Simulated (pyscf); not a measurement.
A first-order saddle from PySCF, ωB97X-D3(BJ)/def2-SVP:

```xyz
6

F     -0.9563     0.6515     0.9574
N      0.0862    -0.4839     1.3843
F      0.0521    -1.2603     0.3684
Si    -1.9948     0.8045    -0.6483
H     -2.4768    -0.6365    -0.5757
H     -0.7987     0.5400    -1.5501
```
Charge 0, spin multiplicity 2.

Surface: doublet, charge 0. Lowest wavenumbers (cm⁻¹): 1036i, 100, 163, 221, 453.

**Question.** Name the species on either side of this saddle.

**Answer.** F–N•–F (SMILES F[N]F) + SiH₂ (SMILES [SiH2]) [singlet] ⇌ F–SiH₂• (SMILES F[SiH2]) + :N–F (SMILES [N]F) [triplet], an atom transfer read from left to right: F–N broken and F–Si formed. At CCSD(T)/def2-TZVPP + ΔMP2(QZVPP) it lies +0.23 eV from the left side and +2.87 eV from the right (each side as separated species at their lowest minima found). This is the saddle that the search found; another between the same sides may lie lower. The angle at the transferred F is 129°: a side-on saddle, likely not the lowest. The CCSD(T) − MP2 part came from Ansatz, without density fitting, on the same reference. An unrestricted DFT solution here is markedly spin-contaminated. An open-shell T1 diagnostic exceeds 0.045. A UHF reference is spin-contaminated (<S²> up to 1.67), which harms MP2 most.
